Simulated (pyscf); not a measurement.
Single points on ωB97X-D3(BJ)/def2-SVP structures (PySCF, gas phase).

Question: Estimate the classical barrier height and the reaction energy of `[CH]#[C][CH3]` + `[CH]=[CH2]` [doublet] → `[CH2]=[CH][CH]=[C][CH3]` [doublet] at ωB97M-D3(BJ)/def2-TZVP. The step runs on the doublet surface, breaks none and forms C–C; take the separated reactants as zero.

Answer: ΔE‡ = 16.8 kJ/mol, ΔE = -181.2 kJ/mol. Zero-point energy shifts the barrier by +3.5 kJ/mol. It is an addition, with an imaginary mode of 408i cm⁻¹. On the product side the descent ends in a point that may be a rotor saddle (no frequency run), 7.8 kJ/mol over the lowest minimum found and 199.7 kJ/mol under the saddle at ωB97X-D3(BJ)/def2-TZVP. H₂C=CH–CH=C•–CH₃ lies 78.1 kJ/mol over its isomer •H₂C–C(=CH₂)–CH=CH₂ (electronic energy, ωB97M-D3(BJ)/def2-TZVP). This is the saddle that the search found; another between the same sides may lie lower.
